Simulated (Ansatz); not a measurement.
Compare A (`CC1(C)CC1`) with its isomer B (`C=CC(C)C`).

Program: Ansatz. Geometries: PBE0-D4/def2-TZVP. ΔE: electronic, gas phase. CCSD(T)/CBS is the MP2 limit (def2-TZVPP, def2-QZVPP) plus CCSD(T) − MP2 in def2-TZVPP, frozen cores. Functionals use def2-TZVPP. B3LYP here is the variant with VWN-RPA as its local correlation; programs differ in this. Each species was taken in one conformer, which may not be the lowest.

Problem. Which isomer does CCSD(T)/CBS put lower? Give the gap. (Best estimate.)

Solution. The calculation gave: B, by 4.2 kcal/mol.

Problem. Give E(B) − E(A) in kcal/mol with HF/def2-TZVPP, B3LYP, PBE0-D4, B3LYP-D4, r2SCAN-D4, ωB97M-V, PBE-D4. (Estimate.)

Solution. The calculation gave: HF/def2-TZVPP -6.2, B3LYP -5.2, PBE0-D4 0.0, B3LYP-D4 -5.2, r2SCAN-D4 -1.7, ωB97M-V -2.3, PBE-D4 -1.5. None reverses the order clearly.

Largest T1 diagnostic: 0.009.

From PBE to PBE0 (25 % exact exchange), in def2-TZVPP and without D4, E(B) − E(A) moves by +1.4 kcal/mol. In def2-TZVPP, CCSD(T) changes the Hartree–Fock value by +2.3 kcal/mol (the triples alone add −0.2 kcal/mol) and MP2 by +5.1 kcal/mol.
